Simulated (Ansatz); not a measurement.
Mulliken charges of BFH2S, SMILES `FBS` from ωB97M-V/def2-TZVPP in Ansatz (PBE0-D4/def2-TZVP geometry).

| atom | x (Å) | y (Å) | z (Å) | charge (e) |
| --- | --- | --- | --- | --- |
| F1 | -1.394 | 0.247 | -0.332 | -0.227 |
| B2 | -0.370 | -0.343 | 0.263 | 0.218 |
| S3 | 1.315 | 0.179 | -0.042 | -0.142 |
| H4 | -0.566 | -1.243 | 1.022 | 0.033 |
| H5 | 1.015 | 1.160 | -0.911 | 0.119 |

By hand: the dipole of these point charges (1 e Å = 4.8032 D).

Σ q r = (0.151, -0.059, 0.064) e Å, of length 0.174 e Å = 0.84 D.

How does the dipole of the full density compare? (An estimate is asked.)

The calculation gave: (0.080, 0.058, -0.043) e Å, 0.52 D; the point charges give 1.62 times that, at 72° from its direction.

Point charges leave out the atoms' own dipoles, such as those of lone pairs, and Mulliken's split depends on the basis, so the two needn't agree.
